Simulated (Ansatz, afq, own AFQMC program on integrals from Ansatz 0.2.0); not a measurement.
**Where AFQMC and coupled cluster stand for GeNH₂, quartet**

```csv
atom,x (Å),y (Å),z (Å)
Ge,-0.0483,0.0000,0.5442
N,0.1454,0.0000,-2.9695
H,0.7287,-1.2582,1.0235
H,0.7287,1.2582,1.0235
```

Connectivity, by distances: GeH2 ··· N.

Basis cc-pVDZ. Noble-gas cores (and the filled d shells of Ga–Kr and In–Xe) are frozen. Integrals, coupled cluster, full CI and functionals: Ansatz 0.2.0; the random walks run on the same integrals in our own AFQMC program. ph-AFQMC/CISD is guided by a CISD state made of CCSD amplitudes; releasing the constraint for a short imaginary time cuts its bias at the price of noise, slowly where states lie close. Uncertainties: one standard error, sampling alone. No spin–orbit coupling.

Determinant: ROHF, the one that the program's search chose, which needn't be the lowest solution. The geometry is a point of a scan.

No full CI on the walks' own integrals is used here; CCSDT(Q) serves as the reference and is uncertain by about the last step of the cluster series.

Cautions: no relativity below Rb; no spin-orbit coupling; inner d shell frozen; lower spins were not checked; higher spins were not checked; a spin-contaminated unrestricted determinant lies lower (UHF 224 meV lower, ⟨S²⟩ 4.20).

* T1 diagnostic: 0.0169
* weight of the determinant in the CISD state: 0.888
* size of the correlated space: 11 electrons in 36 orbitals

| level | correlation energy (eV) |
| --- | --- |
| MP2 | -4.2735 |
| CCSD | -5.4347 |
| CCSD(T) | -5.5090 |

Question: Estimate where AFQMC with the constraint released lies against CCSD(T) on the same integrals.

Answer: 2.8 ± 1.2 kJ/mol below CCSD(T).

Reference: CCSDT(Q), correlation energy -5.532 eV. The released energy is read at 2.40 1/Eh (meV from the phaseless value at times in 1/Eh: -8 ± 8 at 0.24, -2 ± 8 at 0.51, -12 ± 10 at 0.99, -7 ± 10 at 1.62, -23 ± 13 at 2.40).

```json
{"level": "CCSD(T)", "E − E(reference) (kJ/mol)": "2.2", "share of correlation (%)": "99.59"}
{"level": "CCSDT", "E − E(reference) (kJ/mol)": "0.3", "share of correlation (%)": "99.94"}
{"level": "ph-AFQMC/CISD", "E − E(reference) (kJ/mol)": "1.6 ± 0.7", "share of correlation (%)": "99.71"}
{"level": "released AFQMC", "E − E(reference) (kJ/mol)": "-0.6 ± 1.2", "share of correlation (%)": "100.12"}
```

A walk keeps the symmetry of its determinant, which the program's search chose and which needn't be the lowest solution, so a lower state of the same spin and another symmetry isn't excluded. Released energies are given only where the last usable release times agree within the noise; a slower fall can still hide under it.
